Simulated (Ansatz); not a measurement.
# AlH₃O (triplet): RPA-PBE over a scan of the distance Al1–H4 along a hydrogen transfer, cc-pVDZ

How well do these functionals follow the top wave-function level for AlH₃O (triplet) over a scan of the distance Al1–H4 along a hydrogen transfer?

Program: Ansatz 0.2.0, Gaussian basis. Level of theory: cc-pVDZ, all electrons in the functionals, frozen cores in the correlation of double hybrids and RPA. These are calculated values, not measurements.

To be run: RPA-PBE, at 1.475 Å; 1.586 Å; 1.692 Å; 1.799 Å; 1.905 Å; 2.012 Å; 2.118 Å; 2.225 Å; 2.331 Å.

13 further runs of the same task are left out: 9 for a known fault of the program, 4 that didn't finish.

## (1) The geometry

The geometry derives from fragments relaxed apart (PBE0/def2-TZVP) and kept rigid, so it is no stationary point. A hydrogen atom is moved between rigid fragments.

5 atoms, charge 0, spin multiplicity 3.

Atoms are counted from 1 here; the program's logs count them from 0.

Bond lengths: Al1–H2 1.586 Å, Al1–H3 1.586 Å, Al1–H4 1.586 Å. Angles: H2–Al1–H3 120.0°, H2–Al1–H4 120.0°, H3–Al1–H4 120.0°.

No dispersion term is added.

The geometry shown and the zero of energy belong to the point 1.586 Å. The yardstick, UCCSDT(Q), and other wave-function levels (R restricted, U unrestricted, valence and pair active spaces) come from earlier runs.

## (2) RPA-PBE, 1.475 Å

Input file in.yaml:

```yaml
crystal:
  periodic: [false, false, false]
  atoms:
    - {symbol: Al, position_ang: [-1.152539, 0.000000, 0.000000]}
    - {symbol: H, position_ang: [-1.945463, 1.373384, 0.000000]}
    - {symbol: H, position_ang: [-1.945463, -1.373384, 0.000000]}
    - {symbol: H, position_ang: [0.322461, 0.000000, 0.000000]}
    - {symbol: O, position_ang: [2.168461, 0.000000, 0.000000]}
basis:
  gaussian: {orbitals: cc-pVDZ}
magnetization: {spin_polarized: true, initial_magnetization: 2}
hamiltonian: {xc: {name: PBE}}
correlation: {method: rpa, electrons: outside_noble_gas}
```

Command:

```
$ ansatz run in.yaml --threads 1 --pin off --events-out ev --progress --plain --max-ram 2393MiB
```

What it wrote:

```text
Functional definition: PBE
  name "PBE"
  cite "Perdew, Burke & Ernzerhof, Phys. Rev. Lett. 77, 3865 (1996) doi:10.1103/PhysRevLett.77.3865"
  parent pbe
  parameter kappa = 0.804
  parameter beta = 0.06672455060314922
  exchange = pbe_x(kappa = kappa, mu = beta*pi^2/3)
  correlation = pbe_c(beta = beta)
435 factors; integrals over basis functions are off by at most 1.1e-3 eV
mean field evaluation 1: about -8679.8670 eV, gradient 1.4e1 eV
mean field evaluation 2: about -8679.8630 eV, gradient 1.4e1 eV
mean field evaluation 4: about -8680.8680 eV, gradient 4.8e0 eV
mean field evaluation 8: about -8681.0257 eV, gradient 1.8e-2 eV
mean field evaluation 16: about -8681.0257 eV, gradient 2.0e-6 eV
mean field evaluation 32: about -8681.0187 eV, gradient 1.5e0 eV
mean field evaluation 64: about -8681.0257 eV, gradient 7.5e-4 eV
mean field evaluation 96: about -8680.9178 eV, gradient 5.6e0 eV
mean field evaluation 128: about -8681.0282 eV, gradient 5.5e-2 eV
mean field evaluation 160: about -8681.0281 eV, gradient 9.0e-2 eV
mean field evaluation 192: about -8680.9179 eV, gradient 5.6e0 eV
mean field -8681.02839719 eV, -319.0219093843 hartree, gradient 1.0e-9 eV, S^2 2.003074; 13 other end points of the search recorded, 0 dependent functions left out
6 core orbitals not correlated: weight in the atoms' cores, before any rotation towards them, 1.000 or more for the frozen orbitals, at most 0.000 for the correlated occupied ones
reference -8663.44745508 eV, -318.3758216787 hartree; 7, 5 occupied and 34, 36 virtual orbitals, 435 factors
Total energy: -8674.21622064 eV, -318.7715665134 hartree
```

Run time: 32 s. Hardware: 1 thread of Arm Neoverse V1, shared host.

From the report: ⟨S²⟩ of the determinant 2.003 (pure triplet: 2.00).

## (3) RPA-PBE, 1.586 Å

Input file in.yaml:

```yaml
crystal:
  periodic: [false, false, false]
  atoms:
    - {symbol: Al, position_ang: [-1.154968, 0.000000, 0.000000]}
    - {symbol: H, position_ang: [-1.947891, 1.373384, 0.000000]}
    - {symbol: H, position_ang: [-1.947891, -1.373384, 0.000000]}
    - {symbol: H, position_ang: [0.430880, 0.000000, 0.000000]}
    - {symbol: O, position_ang: [2.166032, 0.000000, 0.000000]}
basis:
  gaussian: {orbitals: cc-pVDZ}
magnetization: {spin_polarized: true, initial_magnetization: 2}
hamiltonian: {xc: {name: PBE}}
correlation: {method: rpa, electrons: outside_noble_gas}
```

Same command.

What it wrote, shortened:

```text
Functional definition: PBE
  name "PBE"
  cite "Perdew, Burke & Ernzerhof, Phys. Rev. Lett. 77, 3865 (1996) doi:10.1103/PhysRevLett.77.3865"
  parent pbe
[...]
435 factors; integrals over basis functions are off by at most 1.2e-3 eV
[...]
mean field -8681.22105104 eV, -319.0289892826 hartree, gradient 2.0e-9 eV, S^2 2.003831; 12 other end points of the search recorded, 0 dependent functions left out
6 core orbitals not correlated: weight in the atoms' cores, before any rotation towards them, 1.000 or more for the frozen orbitals, at most 0.000 for the correlated occupied ones
reference -8663.38084788 eV, -318.3733739090 hartree; 7, 5 occupied and 34, 36 virtual orbitals, 435 factors
Total energy: -8674.29652207 eV, -318.7745175367 hartree
```

Wall time 28 s (1 thread of Arm Neoverse V1, shared host).

From the report: ⟨S²⟩ of the determinant 2.004 (pure triplet: 2.00).

## (4) RPA-PBE, 1.692 Å

Input file in.yaml:

```yaml
crystal:
  periodic: [false, false, false]
  atoms:
    - {symbol: Al, position_ang: [-1.157293, 0.000000, 0.000000]}
    - {symbol: H, position_ang: [-1.950217, 1.373384, 0.000000]}
    - {symbol: H, position_ang: [-1.950217, -1.373384, 0.000000]}
    - {symbol: H, position_ang: [0.534707, 0.000000, 0.000000]}
    - {symbol: O, position_ang: [2.163707, 0.000000, 0.000000]}
basis:
  gaussian: {orbitals: cc-pVDZ}
magnetization: {spin_polarized: true, initial_magnetization: 2}
hamiltonian: {xc: {name: PBE}}
correlation: {method: rpa, electrons: outside_noble_gas}
```

Same command.

What it wrote, shortened:

```text
Functional definition: PBE
  name "PBE"
  cite "Perdew, Burke & Ernzerhof, Phys. Rev. Lett. 77, 3865 (1996) doi:10.1103/PhysRevLett.77.3865"
  parent pbe
[...]
435 factors; integrals over basis functions are off by at most 1.5e-3 eV
[...]
mean field -8681.29055620 eV, -319.0315435504 hartree, gradient 2.7e-6 eV, S^2 2.004953; 12 other end points of the search recorded, 0 dependent functions left out
6 core orbitals not correlated: weight in the atoms' cores, before any rotation towards them, 1.000 or more for the frozen orbitals, at most 0.000 for the correlated occupied ones
reference -8663.16512414 eV, -318.3654462078 hartree; 7, 5 occupied and 34, 36 virtual orbitals, 435 factors
Total energy: -8674.24952644 eV, -318.7727904791 hartree
```

It took 25 s on 1 thread of Arm Neoverse V1, shared host.

From the report: ⟨S²⟩ of the determinant 2.005 (pure triplet: 2.00).

From 1.586 Å: +4.5 kJ/mol.

## (5) RPA-PBE, 1.799 Å

Input file in.yaml:

```yaml
crystal:
  periodic: [false, false, false]
  atoms:
    - {symbol: Al, position_ang: [-1.159638, 0.000000, 0.000000]}
    - {symbol: H, position_ang: [-1.952561, 1.373384, 0.000000]}
    - {symbol: H, position_ang: [-1.952561, -1.373384, 0.000000]}
    - {symbol: H, position_ang: [0.639362, 0.000000, 0.000000]}
    - {symbol: O, position_ang: [2.161362, 0.000000, 0.000000]}
basis:
  gaussian: {orbitals: cc-pVDZ}
magnetization: {spin_polarized: true, initial_magnetization: 2}
hamiltonian: {xc: {name: PBE}}
correlation: {method: rpa, electrons: outside_noble_gas}
```

Launched as before.

What it wrote, shortened:

```text
Functional definition: PBE
  name "PBE"
  cite "Perdew, Burke & Ernzerhof, Phys. Rev. Lett. 77, 3865 (1996) doi:10.1103/PhysRevLett.77.3865"
  parent pbe
[...]
435 factors; integrals over basis functions are off by at most 1.8e-3 eV
[...]
mean field -8681.32432964 eV, -319.0327847014 hartree, gradient 1.0e-6 eV, S^2 2.006276; 11 other end points of the search recorded, 0 dependent functions left out
6 core orbitals not correlated: weight in the atoms' cores, before any rotation towards them, 1.000 or more for the frozen orbitals, at most 0.000 for the correlated occupied ones
reference -8662.90769951 eV, -318.3559860273 hartree; 7, 5 occupied and 34, 36 virtual orbitals, 435 factors
Total energy: -8674.16817395 eV, -318.7698008302 hartree
```

Wall time 25 s (1 thread of Arm Neoverse V1, shared host).

From the report: ⟨S²⟩ of the determinant 2.006 (pure triplet: 2.00).

From 1.586 Å: +12.4 kJ/mol.

## (6) RPA-PBE, 1.905 Å

Input file in.yaml:

```yaml
crystal:
  periodic: [false, false, false]
  atoms:
    - {symbol: Al, position_ang: [-1.161960, 0.000000, 0.000000]}
    - {symbol: H, position_ang: [-1.954884, 1.373384, 0.000000]}
    - {symbol: H, position_ang: [-1.954884, -1.373384, 0.000000]}
    - {symbol: H, position_ang: [0.743040, 0.000000, 0.000000]}
    - {symbol: O, position_ang: [2.159040, 0.000000, 0.000000]}
basis:
  gaussian: {orbitals: cc-pVDZ}
magnetization: {spin_polarized: true, initial_magnetization: 2}
hamiltonian: {xc: {name: PBE}}
correlation: {method: rpa, electrons: outside_noble_gas}
```

Launched as before.

What it wrote, shortened:

```text
Functional definition: PBE
  name "PBE"
  cite "Perdew, Burke & Ernzerhof, Phys. Rev. Lett. 77, 3865 (1996) doi:10.1103/PhysRevLett.77.3865"
  parent pbe
[...]
437 factors; integrals over basis functions are off by at most 1.8e-3 eV
[...]
mean field -8681.38775863 eV, -319.0351156736 hartree, gradient 1.1e-9 eV, S^2 2.006965; 12 other end points of the search recorded, 0 dependent functions left out
6 core orbitals not correlated: weight in the atoms' cores, before any rotation towards them, 1.000 or more for the frozen orbitals, at most 0.000 for the correlated occupied ones
reference -8662.74716753 eV, -318.3500865858 hartree; 7, 5 occupied and 34, 36 virtual orbitals, 437 factors
Total energy: -8674.14145871 eV, -318.7688190634 hartree
```

It took 28 s on 1 thread of Arm Neoverse V1, shared host.

From the report: ⟨S²⟩ of the determinant 2.007 (pure triplet: 2.00).

From 1.586 Å: +15.0 kJ/mol.

## (7) RPA-PBE, 2.012 Å

Input file in.yaml:

```yaml
crystal:
  periodic: [false, false, false]
  atoms:
    - {symbol: Al, position_ang: [-1.164304, 0.000000, 0.000000]}
    - {symbol: H, position_ang: [-1.957228, 1.373384, 0.000000]}
    - {symbol: H, position_ang: [-1.957228, -1.373384, 0.000000]}
    - {symbol: H, position_ang: [0.847696, 0.000000, 0.000000]}
    - {symbol: O, position_ang: [2.156696, 0.000000, 0.000000]}
basis:
  gaussian: {orbitals: cc-pVDZ}
magnetization: {spin_polarized: true, initial_magnetization: 2}
hamiltonian: {xc: {name: PBE}}
correlation: {method: rpa, electrons: outside_noble_gas}
```

Launched as before.

What it wrote, shortened:

```text
Functional definition: PBE
  name "PBE"
  cite "Perdew, Burke & Ernzerhof, Phys. Rev. Lett. 77, 3865 (1996) doi:10.1103/PhysRevLett.77.3865"
  parent pbe
[...]
439 factors; integrals over basis functions are off by at most 1.4e-3 eV
[...]
mean field -8681.52727589 eV, -319.0402428383 hartree, gradient 8.2e-10 eV, S^2 2.006232; 8 other end points of the search recorded, 0 dependent functions left out
6 core orbitals not correlated: weight in the atoms' cores, before any rotation towards them, 1.000 or more for the frozen orbitals, at most 0.000 for the correlated occupied ones
reference -8662.81186076 eV, -318.3524640182 hartree; 7, 5 occupied and 34, 36 virtual orbitals, 439 factors
Total energy: -8674.24189489 eV, -318.7725100247 hartree
```

Run time: 26 s. Hardware: 1 thread of Arm Neoverse V1, shared host.

From the report: ⟨S²⟩ of the determinant 2.006 (pure triplet: 2.00).

From 1.586 Å: +5.3 kJ/mol.

## (8) RPA-PBE, 2.118 Å

Input file in.yaml:

```yaml
crystal:
  periodic: [false, false, false]
  atoms:
    - {symbol: Al, position_ang: [-1.166627, 0.000000, 0.000000]}
    - {symbol: H, position_ang: [-1.959551, 1.373384, 0.000000]}
    - {symbol: H, position_ang: [-1.959550, -1.373384, 0.000000]}
    - {symbol: H, position_ang: [0.951373, 0.000000, 0.000000]}
    - {symbol: O, position_ang: [2.154373, 0.000000, 0.000000]}
basis:
  gaussian: {orbitals: cc-pVDZ}
magnetization: {spin_polarized: true, initial_magnetization: 2}
hamiltonian: {xc: {name: PBE}}
correlation: {method: rpa, electrons: outside_noble_gas}
```

The command is unchanged.

What it wrote, shortened:

```text
Functional definition: PBE
  name "PBE"
  cite "Perdew, Burke & Ernzerhof, Phys. Rev. Lett. 77, 3865 (1996) doi:10.1103/PhysRevLett.77.3865"
  parent pbe
[...]
439 factors; integrals over basis functions are off by at most 1.0e-3 eV
[...]
mean field -8681.73876775 eV, -319.0480150208 hartree, gradient 2.6e-10 eV, S^2 2.004658; 10 other end points of the search recorded, 0 dependent functions left out
6 core orbitals not correlated: weight in the atoms' cores, before any rotation towards them, 1.000 or more for the frozen orbitals, at most 0.000 for the correlated occupied ones
reference -8663.13149904 eV, -318.3642105083 hartree; 7, 5 occupied and 34, 36 virtual orbitals, 439 factors
Total energy: -8674.47875451 eV, -318.7812144553 hartree
```

It took 29 s on 1 thread of Arm Neoverse V1, shared host.

From the report: ⟨S²⟩ of the determinant 2.005 (pure triplet: 2.00).

From 1.586 Å: -17.6 kJ/mol.

## (9) RPA-PBE, 2.225 Å

Input file in.yaml:

```yaml
crystal:
  periodic: [false, false, false]
  atoms:
    - {symbol: Al, position_ang: [-1.168971, 0.000000, 0.000000]}
    - {symbol: H, position_ang: [-1.961895, 1.373384, 0.000000]}
    - {symbol: H, position_ang: [-1.961895, -1.373384, 0.000000]}
    - {symbol: H, position_ang: [1.056029, 0.000000, 0.000000]}
    - {symbol: O, position_ang: [2.152029, 0.000000, 0.000000]}
basis:
  gaussian: {orbitals: cc-pVDZ}
magnetization: {spin_polarized: true, initial_magnetization: 2}
hamiltonian: {xc: {name: PBE}}
correlation: {method: rpa, electrons: outside_noble_gas}
```

Launched as before.

What it wrote, shortened:

```text
Functional definition: PBE
  name "PBE"
  cite "Perdew, Burke & Ernzerhof, Phys. Rev. Lett. 77, 3865 (1996) doi:10.1103/PhysRevLett.77.3865"
  parent pbe
[...]
437 factors; integrals over basis functions are off by at most 2.0e-3 eV
[...]
mean field -8681.95533842 eV, -319.0559738461 hartree, gradient 2.1e-10 eV, S^2 2.003367; 6 other end points of the search recorded, 0 dependent functions left out
6 core orbitals not correlated: weight in the atoms' cores, before any rotation towards them, 1.000 or more for the frozen orbitals, at most 0.000 for the correlated occupied ones
reference -8663.58807767 eV, -318.3809894633 hartree; 7, 5 occupied and 34, 36 virtual orbitals, 437 factors
Total energy: -8674.76994636 eV, -318.7919155584 hartree
```

Wall time 26 s (1 thread of Arm Neoverse V1, shared host).

From the report: ⟨S²⟩ of the determinant 2.003 (pure triplet: 2.00).

From 1.586 Å: -45.7 kJ/mol.

## (10) RPA-PBE, 2.331 Å

Input file in.yaml:

```yaml
crystal:
  periodic: [false, false, false]
  atoms:
    - {symbol: Al, position_ang: [-1.171294, 0.000000, 0.000000]}
    - {symbol: H, position_ang: [-1.964217, 1.373384, 0.000000]}
    - {symbol: H, position_ang: [-1.964217, -1.373384, 0.000000]}
    - {symbol: H, position_ang: [1.159706, 0.000000, 0.000000]}
    - {symbol: O, position_ang: [2.149706, 0.000000, 0.000000]}
basis:
  gaussian: {orbitals: cc-pVDZ}
magnetization: {spin_polarized: true, initial_magnetization: 2}
hamiltonian: {xc: {name: PBE}}
correlation: {method: rpa, electrons: outside_noble_gas}
```

Same command.

What it wrote, shortened:

```text
Functional definition: PBE
  name "PBE"
  cite "Perdew, Burke & Ernzerhof, Phys. Rev. Lett. 77, 3865 (1996) doi:10.1103/PhysRevLett.77.3865"
  parent pbe
[...]
437 factors; integrals over basis functions are off by at most 1.4e-3 eV
[...]
mean field -8682.01358506 eV, -319.0581143709 hartree, gradient 5.2e-11 eV, S^2 2.002692; 5 other end points of the search recorded, 0 dependent functions left out
6 core orbitals not correlated: weight in the atoms' cores, before any rotation towards them, 1.000 or more for the frozen orbitals, at most 0.000 for the correlated occupied ones
reference -8663.94013284 eV, -318.3939272522 hartree; 7, 5 occupied and 34, 36 virtual orbitals, 437 factors
Total energy: -8674.92347223 eV, -318.7975575301 hartree
```

Wall time 23 s (1 thread of Arm Neoverse V1, shared host).

From the report: ⟨S²⟩ of the determinant 2.003 (pure triplet: 2.00).

From 1.586 Å: -60.5 kJ/mol.

## (11) The comparison

The yardstick is UCCSDT(Q), where the cluster series has nearly closed. It comes from earlier runs at the same points. Energies in kJ/mol, counted from 1.586 Å; blanks weren't run or aren't comparable.

```
    level  1.475 Å  1.586 Å  1.692 Å  1.799 Å  1.905 Å  2.012 Å  2.118 Å  2.225 Å  2.331 Å
UCCSDT(Q)      5.5      0.0      7.9     19.6     24.8     15.0    -10.3    -41.3    -58.1
  RPA-PBE      7.7      0.0      4.5     12.4     15.0      5.3    -17.6    -45.7    -60.5
```

Largest miss and mean time a point (UCCSDT(Q) took 56 s a point; shared hosts):

```
  level  largest miss (kJ/mol)    where  time a point
RPA-PBE                   -9.8  1.905 Å          27 s
```

## (12) Summary of results

| quantity | value |
| --- | --- |
| span of the UCCSDT(Q) curve | 82.9 kJ/mol |
| largest miss, RPA-PBE | -9.8 kJ/mol (1.905 Å) |

**Reading.** RPA-PBE strays by up to 9.8 kJ/mol, at 1.905 Å. Functionals and the yardstick converge differently with the basis, so part of each miss in cc-pVDZ is the basis.
